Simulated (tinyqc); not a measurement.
Worked calculation: LCCD on RHF in the sto-3g basis, for CH3-, spin multiplicity 1. The basis has no diffuse functions, so it cannot describe the extra electron: this is an exercise in the method, not the real anion. One step of it, computed by the program tinyqc.

Problem. LCCD: starting amplitudes. t_ij^ab = <ij||ab> / (e_i + e_j - e_a - e_b), whose energy is MP2.

orbital energies (hartree): MO1 -10.377422, MO2 -0.399197, MO3 -0.090527, MO4 -0.090329, MO5 0.225643, MO6 1.027744, MO7 1.208275, MO8 1.208870

Two-electron integrals over orbitals (pq|rs), unique and non-zero (hartree):
```
(11|11) 3.501328    (21|11) -0.278823   (21|21) 0.034629    (22|11) 0.676619
(22|21) -0.007962   (22|22) 0.488883    (31|11) 0.000044    (31|21) -3.26e-06
(31|22) 0.000009    (31|31) 0.005909    (32|11) 0.000042    (32|21) 4.42e-06
(32|22) 0.000112    (32|31) 0.010757    (32|32) 0.123929    (33|11) 0.574769
(33|21) -0.002769   (33|22) 0.469170    (33|31) 0.003352    (33|32) 0.068855
(33|33) 0.520800    (41|41) 0.005907    (42|41) 0.010749    (42|42) 0.123798
(43|41) -0.003358   (43|42) -0.068942   (43|43) 0.054801    (44|11) 0.574651
(44|21) -0.002771   (44|22) 0.469014    (44|31) -0.003357   (44|32) -0.068929
(44|33) 0.411469    (44|44) 0.520850    (51|11) -0.020067   (51|21) 0.002098
(51|22) -0.001845   (51|31) -5.37e-07   (51|32) -1.85e-07   (51|33) -0.000719
(51|44) -0.000718   (51|51) 0.022029    (52|11) 0.008648    (52|21) -0.000897
(52|22) -0.003303   (52|31) 4.50e-08    (52|32) -2.54e-07   (52|33) -0.001563
(52|44) -0.001563   (52|51) 0.022605    (52|52) 0.082745    (53|11) -0.000008
(53|21) 3.67e-07    (53|22) -2.19e-06   (53|31) 0.000310    (53|32) -0.001133
(53|33) -0.001418   (53|44) 0.001418    (53|51) -4.27e-06   (53|52) -0.000010
(53|53) 0.017935    (54|41) 0.000310    (54|42) -0.001133   (54|43) 0.001419
(54|54) 0.017927    (55|11) 0.851538    (55|21) -0.009211   (55|22) 0.523894
(55|31) 1.14e-06    (55|32) 0.000026    (55|33) 0.468771    (55|44) 0.468697
(55|51) 0.002681    (55|52) 0.013669    (55|53) -0.000007   (55|55) 0.673552
(61|11) -0.317942   (61|21) 0.040161    (61|22) -0.008651   (61|31) -0.000020
(61|32) -0.000023   (61|33) -0.002908   (61|44) -0.002892   (61|51) 0.001314
(61|52) -0.002086   (61|53) -2.74e-07   (61|55) -0.008737   (61|61) 0.046705
(62|11) 0.268085    (62|21) -0.009032   (62|22) 0.067931    (62|31) -0.000010
(62|32) -0.000044   (62|33) 0.033469    (62|44) 0.033459    (62|51) -0.002217
(62|52) -0.002129   (62|53) -3.68e-06   (62|55) 0.137500    (62|61) -0.009701
(62|62) 0.080383    (63|11) -0.000394   (63|21) 0.000009    (63|22) -0.000160
(63|31) 0.003368    (63|32) -0.045574   (63|33) -0.045009   (63|44) 0.044916
(63|51) 3.13e-07    (63|52) -0.000006   (63|53) 0.001835    (63|55) -0.000215
(63|61) 2.66e-07    (63|62) -0.000144   (63|63) 0.064308    (64|41) 0.003366
(64|42) -0.045620   (64|43) 0.045054    (64|54) 0.001838    (64|64) 0.064440
(65|11) -0.009404   (65|21) -0.000559   (65|22) -0.007034   (65|31) -1.19e-06
(65|32) -0.000008   (65|33) -0.002787   (65|44) -0.002778   (65|51) 0.023998
(65|52) 0.073161    (65|53) -0.000040   (65|55) 0.002041    (65|61) -0.001858
(65|62) -0.008321   (65|63) 0.000007    (65|65) 0.071882    (66|11) 0.686307
(66|21) -0.010999   (66|22) 0.472518    (66|31) -0.000027   (66|32) -0.000221
(66|33) 0.460387    (66|44) 0.460600    (66|51) -0.004095   (66|52) -0.009266
(66|53) 3.17e-06    (66|55) 0.505609    (66|61) -0.011494   (66|62) 0.050842
(66|63) -0.000007   (66|65) -0.011929   (66|66) 0.479155    (71|41) 0.011901
(71|42) 0.019361    (71|43) -0.005555   (71|54) 0.000644    (71|64) 0.006432
(71|71) 0.024151    (72|41) 0.008688    (72|42) 0.011554    (72|43) 0.018307
(72|54) 0.002686    (72|64) 0.043923    (72|71) 0.016295    (72|72) 0.053266
(73|41) 0.002087    (73|42) 0.047119    (73|43) -0.023868   (73|54) -0.001173
(73|64) -0.031421   (73|71) 0.004281    (73|72) -0.005162   (73|73) 0.033795
(74|11) 0.240050    (74|21) -0.004743   (74|22) 0.068411    (74|31) 0.002089
(74|32) 0.047143    (74|33) 0.062059    (74|44) 0.014394    (74|51) 0.000058
(74|52) 0.004820    (74|53) -0.001174   (74|55) 0.121500    (74|61) -0.005007
(74|62) 0.075683    (74|63) -0.031466   (74|65) -0.001500   (74|66) 0.045495
(74|74) 0.110038    (75|41) 0.000927    (75|42) 0.006403    (75|43) -0.003036
(75|54) 0.018281    (75|64) -0.001921   (75|71) 0.001807    (75|72) 0.002358
(75|73) 0.002326    (75|75) 0.025159    (76|41) 0.011970    (76|42) 0.108671
(76|43) -0.059810   (76|54) -0.001339   (76|64) -0.042517   (76|71) 0.022494
(76|72) 0.009866    (76|73) 0.047155    (76|75) 0.005650    (76|76) 0.109101
(77|11) 0.789506    (77|21) -0.009672   (77|22) 0.506379    (77|31) 0.000924
(77|32) -0.024316   (77|33) 0.453609    (77|44) 0.518559    (77|51) -0.000450
(77|52) 0.002865    (77|53) 0.001440    (77|55) 0.546193    (77|61) -0.009917
(77|62) 0.080162    (77|63) 0.034218    (77|65) -0.002067   (77|66) 0.500163
(77|74) 0.077891    (77|77) 0.584828    (81|11) -0.000388   (81|21) 0.000054
(81|22) 4.28e-06    (81|31) 0.011905    (81|32) 0.019374    (81|33) 0.005538
(81|44) -0.005556   (81|51) 1.57e-06    (81|52) -2.30e-06   (81|53) 0.000645
(81|55) -0.000010   (81|61) 0.000029    (81|62) -0.000032   (81|63) 0.006437
(81|65) -4.39e-06   (81|66) -0.000068   (81|74) 0.004278    (81|77) 0.002405
(81|81) 0.024161    (82|11) 0.000387    (82|21) -0.000009   (82|22) 0.000098
(82|31) 0.008686    (82|32) 0.011498    (82|33) -0.018276   (82|44) 0.018364
(82|51) -2.52e-06   (82|52) 5.03e-07    (82|53) 0.002687    (82|55) 0.000191
(82|61) -0.000033   (82|62) 0.000070    (82|63) 0.043929    (82|65) -0.000013
(82|66) 0.000031    (82|74) -0.005066   (82|77) 0.027430    (82|81) 0.016292
(82|82) 0.053259    (83|11) 0.240068    (83|21) -0.004746   (83|22) 0.068337
(83|31) -0.002087   (83|32) -0.047170   (83|33) 0.014434    (83|44) 0.062113
(83|51) 0.000059    (83|52) 0.004822    (83|53) 0.001170    (83|55) 0.121492
(83|61) -0.004999   (83|62) 0.075701    (83|63) 0.031261    (83|65) -0.001493
(83|66) 0.045692    (83|74) 0.045971    (83|77) 0.089747    (83|81) -0.004287
(83|82) 0.005316    (83|83) 0.110083    (84|41) 0.002092    (84|42) 0.047059
(84|43) -0.023810   (84|54) -0.001170   (84|64) -0.031336   (84|71) 0.004291
(84|72) -0.005103   (84|73) 0.030226    (84|75) 0.002325    (84|76) 0.047101
(84|84) 0.033707    (85|11) -0.000010   (85|21) -3.25e-07   (85|22) -2.92e-06
(85|31) 0.000927    (85|32) 0.006407    (85|33) 0.003026    (85|44) -0.003037
(85|51) 0.000030    (85|52) 0.000095    (85|53) 0.018283    (85|55) 4.53e-06
(85|61) -4.44e-06   (85|62) -0.000014   (85|63) -0.001917   (85|65) 0.000056
(85|66) -0.000026   (85|74) 0.002326    (85|77) -0.000426   (85|81) 0.001808
(85|82) 0.002356    (85|83) -0.002331   (85|85) 0.025158    (86|11) -0.000102
(86|21) 2.63e-06    (86|22) 0.000050    (86|31) 0.011975    (86|32) 0.108684
(86|33) 0.059588    (86|44) -0.059729   (86|51) -4.46e-06   (86|52) -0.000015
(86|53) -0.001336   (86|55) -0.000033   (86|61) -0.000030   (86|62) -0.000078
(86|63) -0.042368   (86|65) -0.000019   (86|66) -0.000256   (86|74) 0.047104
(86|77) -0.021671   (86|81) 0.022504    (86|82) 0.009873    (86|83) -0.047230
(86|85) 0.005651    (86|86) 0.109028    (87|41) 0.000938    (87|42) -0.024197
(87|43) 0.032467    (87|54) 0.001442    (87|64) 0.034332    (87|71) 0.002445
(87|72) 0.027331    (87|73) -0.005877   (87|75) -0.000418   (87|76) -0.021575
(87|84) -0.005831   (87|87) 0.034324    (88|11) 0.789604    (88|21) -0.009677
(88|22) 0.506441    (88|31) -0.000894   (88|32) 0.024614    (88|33) 0.518748
(88|44) 0.453409    (88|51) -0.000450   (88|52) 0.002865    (88|53) -0.001449
(88|55) 0.546227    (88|61) -0.009917   (88|62) 0.080193    (88|63) -0.034613
(88|65) -0.002068   (88|66) 0.500104    (88|74) 0.089841    (88|77) 0.516075
(88|81) -0.002378   (88|82) -0.027189   (88|83) 0.077761    (88|85) 0.000435
(88|86) 0.021823    (88|88) 0.584996
```

Give: Starting amplitudes; correlation energy.

Solution.

Starting amplitudes (spin orbitals 1a, 1b, ...; amplitudes related by a flip of all spins are not repeated; the 24 largest):
```
from      to        t
5a 5b  6a 6b  -0.0448
4a 4b  7a 7b  -0.0424
3a 3b  8a 8b  -0.0424
4a 4b  6a 6b  -0.0288
3a 3b  6a 6b  -0.0288
2a 2b  6a 6b  -0.0282
2a 4b  6a 7b  -0.0278
2a 3b  6a 8b  -0.0278
3a 4b  7b 8a   0.0177
2a 2b  7a 7b  -0.0166
2a 2b  8a 8b  -0.0166
2a 4b  6b 7a   0.0161
2a 3b  6b 8a   0.0161
3a 4b  6a 7b   0.0130
3a 3b  7a 7b  -0.0130
3a 4b  6b 7a  -0.0130
4a 4b  8a 8b  -0.0130
4a 4b  6a 8b   0.0130
3a 3b  6a 8b  -0.0129
5a 5b  7a 7b  -0.0128
5a 5b  8a 8b  -0.0128
2a 3a  6a 8a  -0.0117
2a 4a  6a 7a  -0.0117
3a 4b  7a 8b  -0.0116
```

correlation energy = -0.040790 hartree
